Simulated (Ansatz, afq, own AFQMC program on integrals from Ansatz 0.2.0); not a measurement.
## Where AFQMC and coupled cluster stand for Si3Ge2H10, singlet

| atom | x (Å) | y (Å) | z (Å) |
| --- | --- | --- | --- |
| Si | -1.0213 | 1.5567 | 0.6581 |
| Si | -0.0678 | -0.1378 | 1.9832 |
| Ge | 1.5731 | -1.1374 | 0.5468 |
| Ge | 0.7456 | -0.7390 | -1.7227 |
| Si | -1.2840 | 0.5085 | -1.4323 |
| H | -0.0349 | 2.6766 | 0.5196 |
| H | -2.2990 | 2.1000 | 1.2147 |
| H | 0.5135 | 0.3662 | 3.2661 |
| H | -1.1213 | -1.1555 | 2.2968 |
| H | 1.7515 | -2.6411 | 0.8336 |
| H | 2.9381 | -0.4445 | 0.7318 |
| H | 0.4999 | -2.0605 | -2.4766 |
| H | 1.7762 | 0.0866 | -2.5186 |
| H | -1.5365 | 1.4699 | -2.5503 |
| H | -2.4331 | -0.4488 | -1.3502 |

Basis def2-SVP. Only valence electrons are correlated. Ansatz 0.2.0 and our own AFQMC program on the same integrals; the CISD trial comes from CCSD amplitudes, and released means the phaseless constraint is let go. Error bars are statistical, one sigma. No spin–orbit coupling.

Determinant: RHF, the one that the program's search chose, which needn't be the lowest solution. The geometry is a PBE0/def2-SVP stationary point of this or a neighbouring charge and spin state.

No full CI on the walks' own integrals is used here. The released AFQMC energy serves as the reference, which it does only where one determinant dominates, the energy is flat over the last release times and near the phaseless one (40 meV or 2 meV an electron, half that with transition metals). On small molecules, where full CI could be run and the noise was under 10 meV, such values lay within 10 meV of it in 19 cases of 20, a flattering rate, since the rule was set on those same cases; what remains of the bias isn't in the error bar.

Cautions: no relativity below Rb; no spin-orbit coupling; inner d shell frozen; the ph-AFQMC/CISD walk drifts between its halves (2.1 errors); the released value is read at 0.90 1/Eh with a noise of 19 meV, more than in the cases checked (meV from the phaseless value at times in 1/Eh: -11 ± 12 at 0.21, -12 ± 12 at 0.42, -24 ± 17 at 0.63, -34 ± 19 at 0.90).

```
T1 diagnostic                               : 0.0133
weight of the determinant in the CISD state : 0.731
size of the correlated space                : 30 electrons in 125 orbitals
```

Reference: AFQMC with the constraint released, correlation energy -16.515 ± 0.019 eV.

```tsv
level	E − E(reference) (kJ/mol)	share of correlation (%)
HF	1593.5 ± 1.8	0.00
MP2	309.3 ± 1.8	80.59
CCSD	62.2 ± 1.8	96.10
CCSD(T)	11.7 ± 1.8	99.26
ph-AFQMC/CISD	3.3 ± 2.1	99.79
```

Released energies are given only where the last usable release times agree within the noise; a slower fall can still hide under it.
